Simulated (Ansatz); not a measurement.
A nudged elastic band was laid between two geometries of H5NSi (7 atoms, charge 0, multiplicity 1).

Level of theory: RKS PBE0-D4/def2-SVP in Ansatz 0.2.0.

```json
{
 "movable images": "7",
 "climbing image": "yes",
 "spring": "5.0 eV/Å²",
 "optimiser": "quadratic models (default)",
 "start path": "through a guess of the saddle point",
 "force threshold": "0.05 eV/Å",
 "iteration limit": "60",
 "end points": "relaxed"
}
```

First end point:

```xyz
7
Properties=species:S:1:pos:R:3
Si 0.378 -0.002 0.127
N 0.844 -0.172 1.787
H 0.128 -0.323 2.488
H 1.574 0.428 2.155
H 1.621 -0.015 -0.702
H -0.379 1.246 -0.236
H -0.493 -1.162 -0.233
```

Last end point:

```xyz
7
Properties=species:S:1:pos:R:3
Si 0.174 0.424 -0.500
N 1.105 -0.096 1.262
H 0.459 -0.463 1.961
H 1.577 0.715 1.665
H 1.819 -0.804 1.090
H -0.890 1.145 0.343
H -0.570 -0.920 -0.436
```

**Question.** What changes between the two ends?

**Answer.** Bonds broken: Si1–H5. Bonds formed: N2–H5.

**Question.** What energy profile does the band end with?

**Answer.** The run converged. The highest image is number 4 of 0 to 8, 2.96 eV above the first end and 1.62 eV above the last; the last end lies 1.35 eV above the first. Neighbouring images differ by up to 1.4 eV, so the band resolves the path poorly. A vibrational analysis at the climbing image gives one clearly imaginary mode, 1524i cm⁻¹: a first-order saddle point. The orbitals stay closed-shell, which can raise the energy where a bond breaks towards radicals; this wasn't checked here.

| image | path coordinate (Å) | energy (eV) | Si1–H5 (Å) | N2–H5 (Å) |
| --- | --- | --- | --- | --- |
| 0 | 0.00 | 0.00 | 1.49 | 2.61 |
| 1 | 0.49 | 0.03 | 1.50 | 2.65 |
| 2 | 0.98 | 0.38 | 1.49 | 2.34 |
| 3 | 1.46 | 1.75 | 1.50 | 1.86 |
| 4 | 1.95 | 2.96 | 1.62 | 1.38 |
| 5 | 2.36 | 2.13 | 1.91 | 1.07 |
| 6 | 2.76 | 1.53 | 2.31 | 1.02 |
| 7 | 3.16 | 1.36 | 2.57 | 1.02 |
| 8 | 3.57 | 1.35 | 2.60 | 1.02 |

**Question.** What is the geometry of the highest image?

**Answer.** 
```xyz
7
Properties=species:S:1:pos:R:3
Si 0.281 0.122 -0.223
N 0.962 -0.093 1.539
H 0.530 -0.637 2.289
H 1.492 0.692 1.911
H 1.686 -0.392 0.402
H -0.604 1.345 -0.276
H -0.673 -1.038 -0.255
```

Run time: 93 s on 1 thread of Intel(R) Xeon(R) 6975P-C (Granite Rapids) (shared host), peak memory 0.12 GiB.
